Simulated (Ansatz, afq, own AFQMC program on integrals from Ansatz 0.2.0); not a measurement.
**AlNH⁺, singlet: AFQMC among the cluster methods**

```xyz
3

Al    0.0000    0.0327    0.6365
N     0.0000   -0.1067   -1.0953
H     0.0000    0.6075   -1.8184
```

Connectivity, by distances: Al–NH.

Basis cc-pVDZ. Only valence electrons are correlated. Ansatz 0.2.0 and our own AFQMC program on the same integrals; the CISD trial comes from CCSD amplitudes, and released means the phaseless constraint is let go. ± is one standard error of the sampling.

Determinant: RHF, the one that the program's search chose, which needn't be the lowest solution. The geometry is a PBE0/def2-TZVP stationary point of this or a neighbouring charge and spin state.

No full CI on the walks' own integrals is used here; CCSDTQ serves as the reference and is uncertain by about the last step of the cluster series.

Cautions: another spin lies lower (by 196 meV); restricted determinant unstable towards unrestricted (UHF 2.18 eV lower, ⟨S²⟩ 1.01); strong correlation (T1 0.077, weight of the determinant 0.75, largest double 0.33); (T) is large, 7 % of the CCSD correlation; the released energies are still falling, so no released level is given (meV from the phaseless value at times in 1/Eh: -25 ± 5 at 0.24, -35 ± 3 at 0.51, -52 ± 3 at 0.99, -57 ± 4 at 1.62, -73 ± 8 at 2.40); CCSDTQ on the UHF determinant differs (189 meV lower), perhaps since the unrestricted series falls towards higher spin.

The T1 diagnostic is 0.0765, the weight of the determinant in the CISD state is 0.748 and the size of the correlated space is 8 electrons in 31 orbitals.

```tsv
level	correlation energy (eV)
MP2	-5.7335
CCSD	-6.6503
CCSD(T)	-7.1160
```

(1) Estimate where phaseless AFQMC with a CISD trial lies against CCSD(T) on the same integrals.

(1) 7.9 ± 0.4 kJ/mol above CCSD(T).

Reference: CCSDTQ, correlation energy -7.140 eV. The cautions show a poor starting determinant, so the rows tell how each method copes with it here, and CCSDTQ is near closed.

```
        level  E − E(reference) (kJ/mol)  share of correlation (%)
      CCSD(T)                        2.3                     99.66
        CCSDT                        4.1                     99.40
     CCSDT(Q)                       -2.2                    100.32
ph-AFQMC/CISD                 10.2 ± 0.4                     98.52
```

CCSDT and higher add their correlation energy to the determinant of the CCSD(T) run, since their own runs factorise the integrals more tightly (a shift of under 2 meV). A walk keeps the symmetry of its determinant, which the program's search chose and which needn't be the lowest solution, so a lower state of the same spin and another symmetry isn't excluded.
